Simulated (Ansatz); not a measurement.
# A rate constant, worked out

An elementary step of BH$_{3}$SO, singlet (BH₃SO ([OH][BH][SH]) → BHO ([BH][O]) + H₂S; B–S, O–H broken or loosened, S–H formed or tightened). The start structure is the reactant molecule, and the electronic barrier above it is 2.180 eV by CCSD(T) at an estimated basis limit (MP2 extrapolated from triple and quadruple zeta, plus CCSD(T) − MP2 in triple zeta). Ansatz 0.2.0; basis: def2-TZVPP and def2-QZVPP; cores frozen in the correlated methods. Extrapolation: Hartree–Fock as exp(−7.88 √X), correlation as X^−2.97. Harmonic wavenumbers at PBE0-D4/def2-TZVP (Ansatz 0.2.0), in cm⁻¹:

Start: 341, 345, 600, 712, 838, 859, 1011, 1164, 1352, 2656, 2734, 3864.

Saddle: 1284i, 378, 390, 489, 531, 812, 933, 1133, 1529, 1642, 2711, 2716.

**Question.** Work out the transition-state-theory rate constant at 500 K from these numbers alone (harmonic vibrations; rotation, path degeneracy and anharmonicity left out), and the Wigner tunnelling factor. Use 1 cm⁻¹ = 1.2398 × 10⁻⁴ eV and k_B = 8.617 × 10⁻⁵ eV/K.

**Answer.** Zero-point energies, half the sums: start 16476/2 cm⁻¹ = 1.0214 eV; saddle, real modes only, 13264/2 cm⁻¹ = 0.8223 eV.
Barrier with zero-point energy: 2.180 + 0.8223 − 1.0214 = 1.9809 eV.
k_BT = 0.04309 eV, so the barrier is 45.97 k_BT.
Vibrational partition functions from the zero-point level, ln q = −Σ ln(1 − exp(−hν/k_BT)): start 1.562, saddle 1.564.
k = (k_BT/h) exp(ln q‡ − ln q) exp(−E0/k_BT), with log₁₀(k_BT/h in s⁻¹) = 13.02: log₁₀ k = 13.02 + (0.002 − 45.97)/2.3026 = -6.94, so k ≈ 1 × 10^(-7) s⁻¹.
Wigner factor: 1 + (hν‡/k_BT)²/24 = 1 + (3.69)²/24 = 1.57. A change of 1 kcal/mol (0.043 eV) in the barrier would change k by a factor of 2.7 at this temperature.

T1 diagnostic: at most 0.019.

Labels in which every atom is bracketed show which atoms are joined, not bond orders.

For scale, one of the runs: CCSD(T)/def2-TZVPP, 146 basis functions, launched by `ansatz run in.yaml --threads 2 --pin off --events-out ev --progress --plain --max-ram 4352MiB`. The run took 13 s on 2 CPU threads of an Arm Neoverse V2 (shared host), with 0.88 GiB of host memory at its peak.
